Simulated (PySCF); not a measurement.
# C5H9N: calculation against experiment

**What was measured.**

From NIST CCCBDB Release 22 (SRD 101), experimental dipoles, for the gas: dipole moment (microwave Stark effect) 3.95 D.

From NIST CCCBDB Release 22 (SRD 101), experimental polarizabilities, for the gas: mean polarisability 9.591 Å³.

How close the calculation comes is told at the end.

C5H9N.
Numbering: `[CH3:1][C:2]([CH3:3])([CH3:4])[C:5]#[N:6]` (hydrogens: H7, H8, H9 on C1; H10, H11, H12 on C3; H13, H14, H15 on C4)

Geometry (GFN2-xTB, Å), atoms numbered from 1 in this order:
```xyz
15
C5H9N angstrom
C      0.5010    1.3265    0.4400
C     -0.0639   -0.0721    0.1627
C     -1.2394    0.0067   -0.8192
C      1.0322   -0.9957   -0.3829
C     -0.5496   -0.6260    1.4121
N     -0.9334   -1.0628    2.3964
H     -0.2699    1.9785    0.8458
H      1.3189    1.2747    1.1559
H      0.8745    1.7618   -0.4846
H     -1.6560   -0.9824   -0.9989
H     -0.9000    0.4193   -1.7670
H     -2.0274    0.6445   -0.4236
H      1.8558   -1.0727    0.3241
H      0.6387   -1.9942   -0.5621
H      1.4143   -0.5982   -1.3209
```

Runs made with PySCF (gas phase, on this GFN2-xTB geometry; no spin–orbit coupling):

```
              level                                                                job  basis functions  wall time
CAM-B3LYP/def2-SVPD  8 singlets by full TDDFT, 3 Tamm–Dancoff triplets, polarisability              192       51 s
```

Hardware: an Arm Neoverse N1 with one thread, no GPU, on a shared host.

## Comparison

**Dipole moment.** Measured: 3.95 D (NIST CCCBDB Release 22 (SRD 101), experimental dipoles).

```json
{"level": "CAM-B3LYP/def2-SVPD", "computed (D)": "4.14", "computed − measured (D)": "+0.19", "% (from the printed values)": "+5"}
```

The computed dipoles belong to one fixed geometry; measured ones are averaged over vibrations unless marked μe. Magnitudes are compared, not signs.

**Mean polarisability.** Measured: 9.591 Å³ (NIST CCCBDB Release 22 (SRD 101), experimental polarizabilities).

```
              level  computed (Å³)  computed − measured (Å³)  % (from the printed values)
CAM-B3LYP/def2-SVPD          9.348                    -0.243                           -3
```

The computed values are static and purely electronic, with core orbitals frozen in the response (1 au = 0.148185 Å³). The table of measured values doesn't say here whether a value is static or optical, or holds a vibrational part.

The geometry is computed, not the measured one. Where a level misses, the cause wasn't examined.
